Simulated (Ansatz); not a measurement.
```yaml
crystal:
  periodic: [false, false, false]
  atoms:
    - {symbol: Ge, position_ang: [-1.344397, -0.181454, -0.001868]}
    - {symbol: S, position_ang: [0.645707, 0.582400, 0.005020]}
    - {symbol: Si, position_ang: [2.739933, -0.195612, -0.000899]}
basis:
  gaussian: {orbitals: def2-TZVP}
hamiltonian: {xc: pbe0}
relax: {f_tol: 0.004, max_steps: 80}
```

```sh
$ ansatz run in.yaml --threads 1 --pin off --events-out ev --progress --plain --max-ram 2176MiB
```

Steps of the relaxation (energy above the last step; positions in Å, forces in eV/Å):

```
3
step 1, 228.6 meV
Ge   -1.344   -0.181   -0.002   -0.068    0.024    0.000
S     0.646    0.582    0.005    1.682   -0.672   -0.005
Si    2.740   -0.196   -0.001   -1.614    0.647    0.005
```

```
3
step 2, 75.7 meV
Ge   -1.325   -0.173   -0.002   -0.338   -0.053   -0.001
S     0.683    0.551    0.005    1.212   -0.331   -0.002
Si    2.683   -0.173   -0.001   -0.874    0.385    0.003
```

```
3
step 3, 39.0 meV
Ge   -1.344   -0.148   -0.002   -0.154    0.017    0.000
S     0.745    0.478    0.004   -0.839    0.229    0.002
Si    2.640   -0.125    0.000    0.992   -0.246   -0.002
```

```
3
step 7, 0.1 meV
Ge   -1.429   -0.024   -0.001   -0.033   -0.003    0.000
S     0.724    0.227    0.002    0.028    0.002    0.000
Si    2.746    0.003    0.001    0.005    0.001    0.000
```

```
3
step 8, 0.0 meV
Ge   -1.433   -0.018   -0.001    0.001    0.001    0.000
S     0.725    0.213    0.002    0.000   -0.001    0.000
Si    2.749    0.010    0.001   -0.001    0.001    0.000
```

```
3
step 10, 0.0 meV
Ge   -1.435   -0.008    0.000    0.003    0.000    0.000
S     0.725    0.194    0.002   -0.002   -0.001    0.000
Si    2.751    0.019    0.001   -0.001    0.000    0.000
```

Close pairs at the end: S2–Si3 2.033 Å, Ge1–S2 2.170 Å.

A stationary point of restricted PBE0 after 10 steps (its stability towards spin polarisation wasn't tested); no frequencies were run, so it isn't proven a minimum. 1.8 min on 1 thread of Intel Xeon Platinum 8375C, shared host.
